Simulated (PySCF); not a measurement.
From one molecule to another.

First species: cyclopentadienone, C5H4O.
SMILES: `O=C1C=CC=C1`

Second species: C₃H₂BrF.
Numbering: `[F:1][C@@H:2]1[CH:3]=[C:4]1[Br:5]` (hydrogens: H6 on C2; H7 on C3)

Levels: CAM-B3LYP/def2-SVPD for dipole moment, HOMO energy, LUMO energy, HOMO–LUMO gap, static isotropic polarisability and electronic spatial extent ⟨r²⟩ about the centre of nuclear charge; TDDFT CAM-B3LYP/def2-SVPD for lowest singlet excitation; TDA CAM-B3LYP/def2-SVPD for lowest triplet excitation (Tamm–Dancoff); ΔSCF CAM-B3LYP/def2-SVPD for vertical ionisation energy; PBE0-D3(BJ)/def2-SVP for rotational constant A and rotational constant C. Geometries: PBE0-D3(BJ)/def2-SVP. Each species is one conformer at its optimised geometry, gas phase, non-relativistic unless stated; the electronic structure was computed with PySCF and density fitting.

Q: Which of the two has the higher LUMO energy, and by how much?

A: The second: 0.42 eV against -1.83 eV, a difference of 2.25 eV.

Q: Which of the two has the higher HOMO energy, and by how much?

A: The first: -8.55 eV against -9.34 eV, a difference of 0.79 eV.

Q: Which has the higher vertical ionisation energy?

A: The second: 10.33 eV against 9.42 eV, a difference of 0.91 eV.

Q: Which has the higher static isotropic polarisability?

A: The first: 57.1 au against 55.9 au, a difference of 1.2 au.

Q: Which of the two has the higher dipole moment, and by how much?

A: The first: 3.45 D against 2.05 D, a difference of 1.40 D.

Q: Which of the two has the higher T1 energy, and by how much?

A: The second: 4.52 eV against 1.95 eV, a difference of 2.57 eV.

Q: Which has the higher S1 energy?

A: The second: 6.16 eV against 2.98 eV, a difference of 3.18 eV.

Q: Which has the higher rotational constant A?

A: The second: 10.045 GHz against 8.176 GHz, a difference of 1.869 GHz.

On the first: S1 lies 3.74 eV below the HOMO–LUMO gap; its leading configuration is HOMO−1→LUMO, weight 0.97. The ΔSCF ionisation energy exceeds −ε(HOMO) by 0.87 eV with CAM-B3LYP.

On the second: The ΔSCF ionisation energy exceeds −ε(HOMO) by 0.99 eV with CAM-B3LYP. The polarisability is 8.28 Å³ as a volume (1 au = 0.148185 Å³), or 0.87 au for each of the 64 electrons. The calculation is non-relativistic and has no spin–orbit coupling, an omission that weighs most on bromine.
